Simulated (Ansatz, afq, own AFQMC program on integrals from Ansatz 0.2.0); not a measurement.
# SiH4 (singlet): quantum Monte Carlo beside coupled cluster at scale of all distances = 1.104, 6-31G

An exercise on one series of results from a longer session: the logs are not shown, and one member is left open.

Computed with Ansatz 0.2.0, Gaussian basis, and an in-house AFQMC program (afq) on its integrals; all values are calculated. Level: 6-31G, frozen cores.

Plan: Full CI; PBE (unrestricted); r2SCAN (unrestricted); PBE0 (unrestricted); B3LYP (unrestricted); CCSD(T) on RHF; wB97M-V (unrestricted); B2PLYP (unrestricted); Full CI; CCSDT(Q) on RHF; CCSDTQ on RHF; Phaseless AFQMC, CISD trial on RHF; Phaseless AFQMC, single-determinant trial on RHF; Free-projection AFQMC, CISD trial on RHF; UHF.

10 further runs of the same task are left out: 2 for a known fault of the program, 8 that didn't finish.

## The system

The geometry derives from a PBE0/def2-TZVP stationary point (not a proven minimum). All distances are scaled together.

5 atoms, charge 0, spin multiplicity 1.

Atoms are counted from 1 here; the program's logs count them from 0.

Bond lengths: Si1–H2 1.639 Å, Si1–H3 1.639 Å, Si1–H4 1.639 Å, Si1–H5 1.639 Å. Angles: H2–Si1–H3 109.5°, H2–Si1–H4 109.5°, H2–Si1–H5 109.5°, H3–Si1–H4 109.5°, H3–Si1–H5 109.5°, H4–Si1–H5 109.5°.

The first run:

File in.yaml:

```yaml
crystal:
  periodic: [false, false, false]
  atoms:
    - {symbol: Si, position_ang: [0.000000, 0.000000, 0.000000]}
    - {symbol: H, position_ang: [0.944858, 0.948055, 0.945941]}
    - {symbol: H, position_ang: [-0.948944, -0.943284, 0.946620]}
    - {symbol: H, position_ang: [-0.943622, 0.944510, -0.950709]}
    - {symbol: H, position_ang: [0.947708, -0.949281, -0.941852]}
basis:
  gaussian: {orbitals: 6-31G}
correlation: {method: fci, electrons: outside_noble_gas}
```

Command:

```
ansatz run in.yaml --threads 1 --pin off --events-out ev --progress --plain --max-ram 16896MiB --backend cuda --devices 0, --max-vram 18GiB
```

Steps of the session up to this table: Full CI; PBE (unrestricted); r2SCAN (unrestricted); PBE0 (unrestricted); B3LYP (unrestricted); CCSD(T) on RHF; wB97M-V (unrestricted); B2PLYP (unrestricted); CCSDT(Q) on RHF; CCSDTQ on RHF; Phaseless AFQMC, CISD trial on RHF; Phaseless AFQMC, single-determinant trial on RHF; Free-projection AFQMC, CISD trial on RHF; UHF.

One table of the session follows, with a row left open; its other results are not shown here.

On the RHF determinant, counted from full CI (exact for this spin and basis):

| level | from full CI (kcal/mol) |
| --- | --- |
| HF | +60.92 |
| MP2 | +18.55 |
| CCSD | +1.06 |
| CCSD(T) | ? |
| CCSDT(Q) | +0.01 |
| CCSDTQ | 0.00 |
| full CI | 0.00 |
| Phaseless AFQMC, CISD trial, step 0.005, 4000 walkers | +0.04 |
| Phaseless AFQMC, single-determinant trial, step 0.005, 4000 walkers | -0.44 |
| Free-projection AFQMC, CISD trial, step 0.03, 4000 walkers | 0.00 |

Estimate the missing values for CCSD(T).

As computed: from full CI (kcal/mol): +0.33. In the column «from full CI (kcal/mol)» it lies between Phaseless AFQMC, CISD trial, step 0.005, 4000 walkers (+0.04) and CCSD (+1.06).

To keep in mind: On RHF the phaseless walk with the CISD trial lies +0.04 kcal/mol from full CI, within three error bars.
